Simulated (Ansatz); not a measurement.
**[H···H···OH], doublet along the distance H1-H2**

Starting geometry:

```yaml
atoms:
  - { symbol: H, position_ang: [-1.7980, 0.0498, 0.0000] }
  - { symbol: H, position_ang: [-1.0530, 0.0498, 0.0000] }
  - { symbol: O, position_ang: [0.1540, 0.0498, 0.0000] }
  - { symbol: H, position_ang: [0.4059, -0.8901, 0.0000] }
```

From there H2 is moved from one fragment to the other while all else, the fragments' distance too, stays fixed; atoms are numbered as listed. Energies are in kcal/mol, counted from the starting geometry at the same level.

Basis 6-31G; Ansatz 0.2.0. Only valence electrons are correlated (noble-gas cores frozen). R marks a restricted (for open shells ROHF) determinant, U an unrestricted one.

Full CI is exact within this basis and frozen core; it isn't the basis-set limit. The frozen core follows each run's orbitals, which can shift R against U totals by a few meV.

| distance H1-H2 (Å) | full CI | unpaired electrons (full CI) | error UMP2 | error UCCSD(T) | error RCCSDT | error RCCSDT(Q) | error UCCSDT(Q) | error UCCSDTQ |
| --- | --- | --- | --- | --- | --- | --- | --- | --- |
| 0.693 | 2.3 | 1.02 | 0.1 | 0.0 | 0.0 | 0.0 | 0.0 | 0.0 |
| 0.745 | 0.0 | 1.02 | 0.0 | 0.0 | 0.0 | 0.0 | 0.0 | 0.0 |
| 0.776 | -0.9 | 1.02 | -0.3 | 0.0 | 0.0 | 0.0 | 0.0 | 0.0 |
| 0.807 | -1.7 | 1.02 | -0.8 | 0.0 | 0.0 | 0.0 | 0.0 | 0.0 |
| 0.838 | -2.5 | 1.02 | -1.6 | 0.0 | 0.1 | 0.0 | 0.0 | 0.0 |
| 0.869 | -3.3 | 1.02 | -2.4 | 0.1 | 0.1 | 0.0 | 0.0 | 0.0 |
| 0.900 | -4.0 | 1.02 | -3.3 | 0.1 | 0.1 | 0.0 | 0.0 | 0.0 |
| 0.931 | -4.6 | 1.02 | -4.0 | 0.0 | 0.1 | 0.0 | 0.0 | 0.0 |
| 0.962 | -4.7 | 1.02 | -4.6 | 0.0 | 0.1 | 0.0 | 0.0 | 0.0 |

Unpaired electrons are Σ n²(2−n)² over natural occupations. Errors are those of relative energies. In total energy the starting point itself misses full CI by: UMP2 11.2, UCCSD(T) 0.3, RCCSDT 0.2, RCCSDT(Q) 0.0, UCCSDT(Q) 0.0, UCCSDTQ 0.0 kcal/mol.

Spread of the error over the points with a reference, to 0.962 Å (largest less smallest): UCCSDTQ 0.0, UCCSDT(Q) 0.0, RCCSDT(Q) 0.0, UCCSD(T) 0.1, RCCSDT 0.1, UMP2 4.6 kcal/mol.
